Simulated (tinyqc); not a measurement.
Pariser-Parr-Pople SCF with singles CI, for the molecule [CH2+]C=CC=O (SMILES; centres numbered as the heavy atoms are written), step by step. Computed by tinyqc, a small Python program that keeps every step. Settings: charge = 1, gamma = MN, start = huckel, damping = 0, iteration cap = 64, excitations kept = 9. Command: `OMP_NUM_THREADS=1 python tinyqc.py 25218 25219 out.jsonl` (the two numbers bound the seeds that draw the settings). One thread of a shared host (Intel(R) Xeon(R) Processor @ 2.60GHz), about 0.01 s of CPU time with the checks. Later iterations appear only in the table of the cycle.

## PPP integrals

Centres (angstrom, eV; a flat drawing with bonds scaled to 1.40 angstrom):
```
centre        x        y  core charge z        W  gamma_rr
1C      -2.4250  -0.2800              1  11.1600   11.1300
2C      -1.2120   0.4200              1  11.1600   11.1300
3C       0.0000  -0.2800              1  11.1600   11.1300
4C       1.2120   0.4200              1  11.1600   11.1300
5O       2.4250  -0.2800              1  17.7000   15.2000
```

Resonance integrals (eV):
```
i  j     beta
1  2  -2.6400
2  3  -2.6400
3  4  -2.6400
4  5  -2.7700
```

Mataga-Nishimoto: gamma = 14.399645/(R + a), a = 2 x 14.399645/(gamma_rr + gamma_ss); H_rr = -W_r - sum_(s != r) z_s gamma_rs; H_rs = beta for bonds.

repulsion gamma_rs (eV), order 1C, 2C, 3C, 4C, 5O:
```
[[11.1300, 5.3446, 3.8722, 2.8814, 2.4226],
 [5.3446, 11.1300, 5.3463, 3.8732, 3.0015],
 [3.8722, 5.3463, 11.1300, 5.3463, 4.0922],
 [2.8814, 3.8732, 5.3463, 11.1300, 5.7731],
 [2.4226, 3.0015, 4.0922, 5.7731, 15.2000]]
```

core matrix H (eV), order 1C, 2C, 3C, 4C, 5O:
```
[[-25.6807, -2.6400, 0.0000, 0.0000, 0.0000],
 [-2.6400, -28.7255, -2.6400, 0.0000, 0.0000],
 [0.0000, -2.6400, -29.8170, -2.6400, 0.0000],
 [0.0000, 0.0000, -2.6400, -29.0339, -2.7700],
 [0.0000, 0.0000, 0.0000, -2.7700, -32.9894]]
```

## Starting guess

pi electrons, sum of z_r less the charge = 4

Orbitals of the Hueckel matrix of the beta values.

P at the start, order 1C, 2C, 3C, 4C, 5O:
```
[[0.6562, 0.7845, 0.3438, -0.2017, -0.3277],
 [0.7845, 1.0000, 0.5829, 0.0000, -0.2116],
 [0.3438, 0.5829, 0.6562, 0.5625, 0.3277],
 [-0.2017, 0.0000, 0.5625, 1.0000, 0.8018],
 [-0.3277, -0.2116, 0.3277, 0.8018, 0.6877]]
```

## Iteration 1: Fock matrix

F_rr = H_rr + P_rr gamma_rr / 2 + sum_(s != r) P_ss gamma_rs; F_rs = H_rs - P_rs gamma_rs / 2; E = tr P (H + F) / 2 + core repulsion sum_(r<s) z_r z_s gamma_rs.

F (eV), order 1C, 2C, 3C, 4C, 5O:
```
[[-9.5965, -4.7365, -0.6657, 0.2905, 0.3970],
 [-4.7365, -10.2084, -4.1981, 0.0000, 0.3175],
 [-0.6657, -4.1981, -10.1180, -4.1437, -0.6705],
 [0.2905, 0.0000, -4.1437, -10.2270, -5.0845],
 [0.3970, 0.3175, -0.6705, -5.0845, -14.7137]]
```

pi energy = -58.8130 eV

## Iteration 1: orbitals and new P

Diagonalise F (the basis is taken as orthonormal) and form P = 2 sum c c over the lowest orbitals.

orbital energies (eV): [-19.2433, -16.4930, -10.1091, -5.7768, -3.2414]

P after iteration 1, order 1C, 2C, 3C, 4C, 5O:
```
[[0.5389, 0.7050, 0.4499, -0.0121, -0.2963],
 [0.7050, 0.9421, 0.6569, 0.0992, -0.2414],
 [0.4499, 0.6569, 0.6109, 0.3860, 0.2562],
 [-0.0121, 0.0992, 0.3860, 0.6671, 0.8545],
 [-0.2963, -0.2414, 0.2562, 0.8545, 1.2410]]
```

## Iteration 2: Fock matrix

As before.

F (eV), order 1C, 2C, 3C, 4C, 5O:
```
[[-10.3525, -4.5239, -0.8711, 0.0174, 0.3589],
 [-4.5239, -11.0279, -4.3960, -0.1921, 0.3623],
 [-0.8711, -4.3960, -10.6489, -3.6717, -0.5243],
 [0.0174, -0.1921, -3.6717, -9.6894, -5.2366],
 [0.3589, 0.3623, -0.5243, -5.2366, -13.0734]]
```

pi energy = -60.0300 eV

## Iteration 2: orbitals and new P

As before.

orbital energies (eV): [-18.7330, -16.5794, -9.8027, -5.9160, -3.7610]

P after iteration 2, order 1C, 2C, 3C, 4C, 5O:
```
[[0.5417, 0.7121, 0.4461, -0.0459, -0.2859],
 [0.7121, 0.9576, 0.6592, 0.0644, -0.2288],
 [0.4461, 0.6592, 0.6141, 0.3852, 0.2629],
 [-0.0459, 0.0644, 0.3852, 0.7292, 0.8786],
 [-0.2859, -0.2288, 0.2629, 0.8786, 1.1573]]
```

## Iteration 3: Fock matrix

As before.

F (eV), order 1C, 2C, 3C, 4C, 5O:
```
[[-10.2651, -4.5430, -0.8637, 0.0662, 0.3463],
 [-4.5430, -10.9198, -4.4022, -0.1247, 0.3434],
 [-0.8637, -4.4022, -10.5474, -3.6698, -0.5380],
 [0.0662, -0.1247, -3.6698, -9.7413, -5.3062],
 [0.3463, 0.3434, -0.5380, -5.3062, -13.2841]]
```

pi energy = -60.0742 eV

## Iteration 3: orbitals and new P

As before.

orbital energies (eV): [-18.7510, -16.6649, -9.7790, -5.8817, -3.6811]

P after iteration 3, order 1C, 2C, 3C, 4C, 5O:
```
[[0.5401, 0.7116, 0.4506, -0.0430, -0.2779],
 [0.7116, 0.9572, 0.6617, 0.0625, -0.2236],
 [0.4506, 0.6617, 0.6102, 0.3744, 0.2586],
 [-0.0430, 0.0625, 0.3744, 0.7222, 0.8814],
 [-0.2779, -0.2236, 0.2586, 0.8814, 1.1703]]
```

## Convergence

Stop when output and input P, before any damping, agree to 1e-7.

Course of the cycle:
```
iteration      E (eV)  largest |P(out) - P(in)|
1          -58.813046                  5.53e-01
2          -60.030034                  8.37e-02
3          -60.074195                  1.29e-02
4          -60.076296                  2.61e-03
5          -60.076511                  1.15e-03
6          -60.076539                  4.00e-04
7          -60.076543                  1.51e-04
8          -60.076543                  5.52e-05
9          -60.076544                  2.04e-05
10         -60.076544                  7.52e-06
11         -60.076544                  2.77e-06
12         -60.076544                  1.02e-06
13         -60.076544                  3.78e-07
14         -60.076544                  1.39e-07
15         -60.076544                  5.14e-08
```

Converged in 15 iterations.

## Converged orbitals

Charges are z - P_rr.

orbital energies (eV): [-18.7409, -16.6668, -9.7764, -5.8830, -3.6939]

coefficients, order 1C, 2C, 3C, 4C, 5O:
```
[[0.2585, -0.4504, -0.6223, 0.5211, -0.2673],
 [0.4259, -0.5455, -0.0803, -0.5315, 0.4817],
 [0.5106, -0.2090, 0.6249, 0.0294, -0.5516],
 [0.4996, 0.3354, 0.1750, 0.5395, 0.5624],
 [0.4913, 0.5861, -0.4303, -0.3925, -0.2756]]
```

pi charges: [0.4606, 0.0421, 0.3912, 0.2759, -0.1698]

## Singles CI, singlets

Over the 6 single excitations with the smallest orbital gaps: A = (e_a - e_i) delta + 2 (ia|jb) - (ij|ab), with (pq|rs) = sum c_mp c_mq gamma_mn c_nr c_ns. f = 2/3 w |mu|^2 in atomic units, mu = sqrt2 sum c_ia sum_m c_mi c_ma R_m.

singlet CI matrix (eV), order 2>3, 1>3, 2>4, 1>4, 2>5, 1>5:
```
[[4.6100, 0.1346, 0.1928, -0.0499, 0.4864, 0.3294],
 [0.1346, 6.1376, 0.4335, 0.1027, 0.4432, 0.1963],
 [0.1928, 0.4335, 8.0417, 0.2798, -0.0624, 0.0382],
 [-0.0499, 0.1027, 0.2798, 9.4636, 0.1565, -0.0376],
 [0.4864, 0.4432, -0.0624, 0.1565, 9.3992, 0.0109],
 [0.3294, 0.1963, 0.0382, -0.0376, 0.0109, 11.3285]]
```

singlet excitation energies (eV): [4.5310, 5.9791, 8.0834, 9.3522, 9.6793, 11.3556]

oscillator strengths: [1.2291, 0.0047, 0.1643, 0.0226, 0.1801, 0.2792]

## Singles CI, triplets

Over the 6 single excitations with the smallest orbital gaps: A = (e_a - e_i) delta - (ij|ab), with (pq|rs) = sum c_mp c_mq gamma_mn c_nr c_ns.

triplet CI matrix (eV), order 2>3, 1>3, 2>4, 1>4, 2>5, 1>5:
```
[[1.4105, 0.2354, -0.4184, -1.2886, -0.3403, -0.7063],
 [0.2354, 3.3774, -1.2886, -0.8179, -0.7063, 0.3133],
 [-0.4184, -1.2886, 4.9928, 0.0157, -0.0228, -1.7868],
 [-1.2886, -0.8179, 0.0157, 7.2751, -1.7868, -0.6407],
 [-0.3403, -0.7063, -0.0228, -1.7868, 7.4964, 0.0549],
 [-0.7063, 0.3133, -1.7868, -0.6407, 0.0549, 8.9621]]
```

triplet excitation energies (eV): [0.8593, 2.4212, 4.8552, 6.3258, 9.0086, 10.0443]
